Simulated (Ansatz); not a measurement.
Mulliken charges of C$_{2}$H$_{4}$N$_{2}$ (`NC1=CN1`) from PBE/def2-TZVPP in Ansatz (PBE0-D4/def2-TZVP geometry).

```json
{"atom": "N1", "x (Å)": "-0.757", "y (Å)": "1.119", "z (Å)": "-0.104", "charge (e)": "-0.252"}
{"atom": "C2", "x (Å)": "0.032", "y (Å)": "0.059", "z (Å)": "0.073", "charge (e)": "0.190"}
{"atom": "C3", "x (Å)": "1.018", "y (Å)": "-0.608", "z (Å)": "0.584", "charge (e)": "-0.250"}
{"atom": "N4", "x (Å)": "0.101", "y (Å)": "-1.226", "z (Å)": "-0.530", "charge (e)": "-0.349"}
{"atom": "H5", "x (Å)": "-1.424", "y (Å)": "1.074", "z (Å)": "-0.854", "charge (e)": "0.186"}
{"atom": "H6", "x (Å)": "-0.416", "y (Å)": "2.030", "z (Å)": "0.151", "charge (e)": "0.188"}
{"atom": "H7", "x (Å)": "2.086", "y (Å)": "-0.643", "z (Å)": "0.689", "charge (e)": "0.118"}
{"atom": "H8", "x (Å)": "-0.549", "y (Å)": "-1.862", "z (Å)": "-0.065", "charge (e)": "0.170"}
```

Q: By hand: the dipole of these point charges (1 e Å = 4.8032 D).

A: Σ q r = (-0.283, 0.498, 0.019) e Å, of length 0.573 e Å = 2.75 D.

Q: How does the dipole of the full density compare? (Best estimate.)

A: The calculation gave: (-0.279, 0.553, -0.007) e Å, 2.98 D; the point charges give 0.92 times that, at 4° from its direction.

Point charges leave out the atoms' own dipoles, such as those of lone pairs, and Mulliken's split depends on the basis, so the close match here is no proof of good charges.
